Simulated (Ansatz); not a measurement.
Reaction (SMILES): C (CH4) → [CH3-] + H+
B3LYP-D3(BJ)/def2-TZVP geometries, fixed; electronic energies without zero-point terms.
Largest species:
```
C
H 1 1.0892
H 1 1.0892 2 109.47
H 1 1.0892 2 109.47 3 120.00
H 1 1.0892 2 109.47 3 -120.00
```

The deprotonation energy at MP2 with Ansatz (a quantum-chemistry and plane-wave program), in kcal/mol, split into its Hartree-Fock and correlation parts. Cores are frozen. No added dispersion term, no relativity. Functions are those of the species that has most.

```csv
basis,X,functions,Hartree-Fock,MP2
aug-cc-pVDZ,2,59,432.06,421.87
aug-cc-pVTZ,3,138,433.86,423.74
aug-cc-pVQZ,4,264,433.99,423.80
```

Worked estimate of the basis-set limit from each neighbouring pair, with Hartree-Fock from the larger set and the correlation part extrapolated as X^-3.
Correlation parts: X = 2: -10.19, X = 3: -10.12, X = 4: -10.19.
- (2,3): (27·(-10.12) - 8·(-10.19))/19 = -10.09; with Hartree-Fock 433.86 the estimate is 423.77 kcal/mol.
- (3,4): (64·(-10.19) - 27·(-10.12))/37 = -10.24; with Hartree-Fock 433.99 the estimate is 423.75 kcal/mol.
The last two estimates differ by 0.02 kcal/mol; the largest set lies 0.05 from the last. Over the last step Hartree-Fock moves by 0.13 and the correlation part by -0.07.
